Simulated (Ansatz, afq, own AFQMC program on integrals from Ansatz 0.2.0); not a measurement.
## SiH$_{4}$, singlet: AFQMC among the cluster methods

```xyz
5

Si    0.0000    0.0000    0.0000
H     1.1049    1.1086    1.1062
H    -1.1097   -1.1031    1.1070
H    -1.1035    1.1045   -1.1117
H     1.1082   -1.1101   -1.1014
```

Basis 6-31G. Noble-gas cores (and the filled d shells of Ga–Kr and In–Xe) are frozen. Ansatz 0.2.0 and our own AFQMC program on the same integrals; the CISD trial comes from CCSD amplitudes, and released means the phaseless constraint is let go. Uncertainties: one standard error, sampling alone.

Determinant: RHF, the one that the program's search chose, which needn't be the lowest solution. The geometry is a point of a scan.

Full CI on the same integrals is exact in this basis and with this determinant's frozen core.

```
T1 diagnostic                               : 0.0121
weight of the determinant in the CISD state : 0.873
size of the correlated space                : 8 electrons in 16 orbitals
```

Reference: full CI, correlation energy -3.399 eV. The released energy is read at 2.40 1/Eh (meV from the phaseless value at times in 1/Eh: 0 ± 3 at 0.24, 0 ± 3 at 0.51, -1 ± 3 at 0.99, -0.7 ± 2.3 at 1.62, -3.2 ± 1.5 at 2.40).

```csv
level,E − E(reference) (kJ/mol),share of correlation (%)
HF,328.0,0.00
MP2,113.7,65.33
CCSD,10.2,96.90
CCSD(T),3.4,98.95
CCSDT,0.4,99.87
CCSDT(Q),0.1,99.96
CCSDTQ,0.0,100.00
ph-AFQMC/HF,2.9 ± 3.7,99.11
ph-AFQMC/CISD,0.5 ± 0.3,99.84
released AFQMC,0.2 ± 0.1,99.93
```

CCSDT and higher add their correlation energy to the determinant of the CCSD(T) run, since their own runs factorise the integrals more tightly (a shift of under 2 meV). A walk keeps the symmetry of its determinant, which the program's search chose and which needn't be the lowest solution, so a lower state of the same spin and another symmetry isn't excluded. Released energies are given only where the last usable release times agree within the noise; a slower fall can still hide under it.
